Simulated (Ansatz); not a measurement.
# BF (singlet): the correlation ladder at distance B1–F2 = 1.263 Å, cc-pVDZ

Aim: climb from Hartree-Fock through coupled cluster and multireference methods for BF (singlet) at one geometry and basis, and see what each rung misses.

The runs use Ansatz 0.2.0, Gaussian basis; cc-pVDZ, core rule «outside noble gas», up to 2 orbitals frozen.

Plan: UHF; CCSD(T) on RHF; BCCD(T) on RHF; CISD; CCSDT(Q) on RHF; CCSDTQ on RHF; CASSCF and MRCISD+Q, 2 electrons in 2 orbitals; CASSCF and NEVPT2, 2 electrons in 2 orbitals; CASSCF and MRCISD+Q, 10 electrons in 8 orbitals; CASSCF and NEVPT2, 10 electrons in 8 orbitals.

32 further runs of the same task are left out: 14 for a known fault of the program, 14 that didn't finish, 4 set aside as unsound or not needed.

## 1. The geometry

The geometry derives from a PBE0/def2-TZVP stationary point (not a proven minimum). One bond is set to the value named and the two fragments are kept rigid.

2 atoms, charge 0, spin multiplicity 1.

Atoms are counted from 1 here; the program's logs count them from 0.

Bond lengths: B1–F2 1.263 Å.

Coordinates:

```xyz
2

B     0.0000    0.0000    0.0000
F     0.0000    0.0000    1.2631
```

## 2. UHF

in.yaml reads:

```yaml
crystal:
  periodic: [false, false, false]
  atoms:
    - {symbol: B, position_ang: [0.000000, 0.000000, 0.000000]}
    - {symbol: F, position_ang: [0.000000, 0.000000, 1.263100]}
basis:
  gaussian: {orbitals: cc-pVDZ}
magnetization: {spin_polarized: true, initial_magnetization: 0}
hamiltonian: {xc: hf}
output: {orbitals: {seedname: orbitals}}
```

Run with:

```sh
ansatz run in.yaml --threads 1 --pin off --events-out ev --progress --plain --max-ram 2393MiB
```

Further steps of the session: CCSD(T) on RHF; BCCD(T) on RHF; CISD; CCSDT(Q) on RHF; CCSDTQ on RHF; CASSCF and MRCISD+Q, 2 electrons in 2 orbitals; CASSCF and NEVPT2, 2 electrons in 2 orbitals; CASSCF and MRCISD+Q, 10 electrons in 8 orbitals; CASSCF and NEVPT2, 10 electrons in 8 orbitals.

**Question.** What will the summary of the whole plan be? Wanted: RCCSDTQ below the RHF energy; RMP2 from RCCSDTQ; RCCSD from RCCSDTQ; RCCSD(T) from RCCSDTQ; RCCSDT(Q) from RCCSDTQ; NEVPT2 pair from RCCSDTQ; MRCISD+Q pair from RCCSDTQ; NEVPT2 valence from RCCSDTQ; T1 diagnostic.

**Answer**, as computed:

| quantity | value |
| --- | --- |
| RCCSDTQ below the RHF energy | -7.4190 eV |
| RMP2 from RCCSDTQ | +60.2 kJ/mol |
| RCCSD from RCCSDTQ | +18.1 kJ/mol |
| RCCSD(T) from RCCSDTQ | +2.5 kJ/mol |
| RCCSDT(Q) from RCCSDTQ | -0.1 kJ/mol |
| NEVPT2 pair from RCCSDTQ | +60.4 kJ/mol |
| MRCISD+Q pair from RCCSDTQ | +9.9 kJ/mol |
| NEVPT2 valence from RCCSDTQ | +118.9 kJ/mol |
| levels within 1 kcal/mol (43 meV) | RCCSD(T), BCCD(T), RCCSDT, RCCSDT(Q) |
| T1 diagnostic | 0.017 |
| effectively unpaired electrons | 0.01 |

What this shows: RCCSD(T) misses by +2.5 kJ/mol, 0.3 % of the correlation energy. One determinant dominates. Of the multireference levels listed MRCISD+Q pair comes nearest in total energy (+9.9 kJ/mol), which doesn't show that its space is the better one. These misses are within one basis, not against nature.
